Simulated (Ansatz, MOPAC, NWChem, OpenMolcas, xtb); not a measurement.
**SiH3OF (SMILES O[SiH2]F): methods side by side**

The runs start from one conformer, not always the lowest.

SiH3OF, singlet, SMILES `O[SiH2]F`. Each level relaxes the structure for itself.

Quantity: the zero-point energy at each level's own minimum, in kJ/mol. The values are calculated.

| level | kind | program | value (kJ/mol) |
| --- | --- | --- | --- |
| PM3 | semi-empirical | MOPAC | 85.0 |
| PM6-DH+ | semi-empirical | MOPAC | 76.9 |
| PM7 | semi-empirical | MOPAC | 81.7 |
| GFN1-xTB | semi-empirical | xtb | 84.5 |
| HF/3-21G | Hartree–Fock | OpenMolcas | 95.0 |
| HF/6-31G* (spherical functions) | Hartree–Fock | NWChem | 96.6 |
| HF/6-31G* (Cartesian functions) | Hartree–Fock | OpenMolcas | 96.7 |
| B3LYP-D3(BJ)/def2-SVP | global hybrid | NWChem | 89.8 |
| PBE0-D4/def2-TZVP | global hybrid | Ansatz | 89.9 |
| B3LYP/6-31G* (Cartesian functions) | global hybrid | OpenMolcas | 90.2 |

Harmonic and unscaled. The values span 76.9 to 96.7 kJ/mol.
